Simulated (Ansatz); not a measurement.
# Copper, fcc under r²SCAN: convergence with the cold (Marzari-Vanderbilt) smearing

How small must the cold (Marzari-Vanderbilt) smearing width be for energy and pressure to settle? The geometry was relaxed under r²SCAN beforehand and stays fixed; 7 values are run, from 0.01 to 1.0 eV. Wanted are the values from which on the energy stays within 10 and 1 meV/atom, and the pressure within 0.5 GPa, of the narrowest run. Within the series other settings stay, but some runs also write fields, which adds to their time. Spin polarisation is left out.

Method: DFT r²SCAN, plane waves with PAW, scalar-relativistic, in Ansatz 0.2.0.

### 1 Starting point

Symmetry: Fm-3m, No. 225, cubic system. The conventional cell has a = 3.576 Å, b = 3.576 Å, c = 3.576 Å, α = 90.00°, β = 90.00°, γ = 90.00°. Around Cu (site symmetry m-3m) lie 12 Cu at 2.53 Å.

Coordinates:

```cif
data_structure
_symmetry_space_group_name_H-M 'P 1'
_symmetry_Int_Tables_number 1
_cell_length_a 2.5288
_cell_length_b 2.5288
_cell_length_c 2.5288
_cell_angle_alpha 60.000
_cell_angle_beta 60.000
_cell_angle_gamma 60.000
_cell_volume 11.43
loop_
_atom_site_label
_atom_site_type_symbol
_atom_site_fract_x
_atom_site_fract_y
_atom_site_fract_z
_atom_site_occupancy
Cu1 Cu 0.00000 0.00000 0.00000 1
```

### 2 With a width of 0.01 eV

The run at 0.01 eV.

input.yaml

```yaml
crystal:
  lattice:
    - [0.0, 1.7881324402, 1.7881324402]
    - [1.7881324402, 0.0, 1.7881324402]
    - [1.7881324402, 1.7881324402, 0.0]
  atoms:
    - { symbol: Cu, position: [0.0, 0.0, 0.0] }
hamiltonian:
  xc: r2scan
  pseudopotentials:
    kind: paw
    azcp:
      Cu: "pseudopotentials/Cu.paw.azcp"
basis:
  ecutwfc: 500
  fft_grid_basis: typed
kpoints:
  mp_grid: { grid: [15, 15, 15], shift: [0, 0, 0] }
magnetization:
  spin_polarized: false
scf:
  occupations: { method: cold, width: 0.01 }
  lower_state_search: "off"
output:
  stress: true
  write_density: true
  write_potential: true
  elf: true
  volumetric_format: npy
```

Started as:

```sh
ansatz run input.yaml --threads 2 --pin off --max-ram 5120MiB --backend cpu --events-out ev --progress --plain --runs-dir out
```

### 3 With a width of 0.03 eV

The run at 0.03 eV.

Edit input.yaml of step 2 so:

```diff
@@ -21,3 +21,3 @@
 scf:
-  occupations: { method: cold, width: 0.01 }
+  occupations: { method: cold, width: 0.03 }
   lower_state_search: "off"
```

### 4 With a width of 0.1 eV

The run at 0.1 eV.

Edit input.yaml of step 3 so:

```diff
@@ -21,3 +21,3 @@
 scf:
-  occupations: { method: cold, width: 0.03 }
+  occupations: { method: cold, width: 0.1 }
   lower_state_search: "off"
```

### 5 With a width of 0.2 eV

The run at 0.2 eV.

Edit input.yaml of step 4 so:

```diff
@@ -21,3 +21,3 @@
 scf:
-  occupations: { method: cold, width: 0.1 }
+  occupations: { method: cold, width: 0.2 }
   lower_state_search: "off"
@@ -25,5 +25 @@
   stress: true
-  write_density: true
-  write_potential: true
-  elf: true
-  volumetric_format: npy
```

### 6 With a width of 0.3 eV

The run at 0.3 eV.

Edit input.yaml of step 5 so:

```diff
@@ -21,3 +21,3 @@
 scf:
-  occupations: { method: cold, width: 0.2 }
+  occupations: { method: cold, width: 0.3 }
   lower_state_search: "off"
```

### 7 With a width of 0.6 eV

The run at 0.6 eV.

Edit input.yaml of step 6 so:

```diff
@@ -21,3 +21,3 @@
 scf:
-  occupations: { method: cold, width: 0.3 }
+  occupations: { method: cold, width: 0.6 }
   lower_state_search: "off"
```

### 8 With a width of 1.0 eV

The run at 1.0 eV.

Edit input.yaml of step 7 so:

```diff
@@ -21,3 +21,3 @@
 scf:
-  occupations: { method: cold, width: 0.6 }
+  occupations: { method: cold, width: 1.0 }
   lower_state_search: "off"
```

(Steps that only read results are left out.)

What does the calculation give?

The runs gave:

| quantity | value |
| --- | --- |
| E(σ → 0) stays within 10 meV/atom of 0.01 eV | up to 0.6 eV |
| E(σ → 0) stays within 1 meV/atom | up to 0.2 eV |
| pressure stays within 0.5 GPa | up to 0.6 eV |
| pressure at 0.01 eV | -0.15 GPa |
| energy of a separate run on a finer mesh (25×25×25) | -0.3 meV/atom from 0.01 eV |

The far end, 1.0 eV, lies -63.2 meV/atom and -6.3 GPa from the yardstick. Over the range F shifts by +127.7 meV/atom, while E(σ → 0) shifts by -63.2. This scheme cancels the term in the square of the width, so F moves little up to 0.2 eV. The mesh (15×15×15) is fixed, so the narrowest widths carry a k-point error of their own. A run on a finer mesh agrees with the yardstick to 1 meV/atom. The cell taken over is 3 % smaller than the measured one (11.81 Å³/atom, COD).
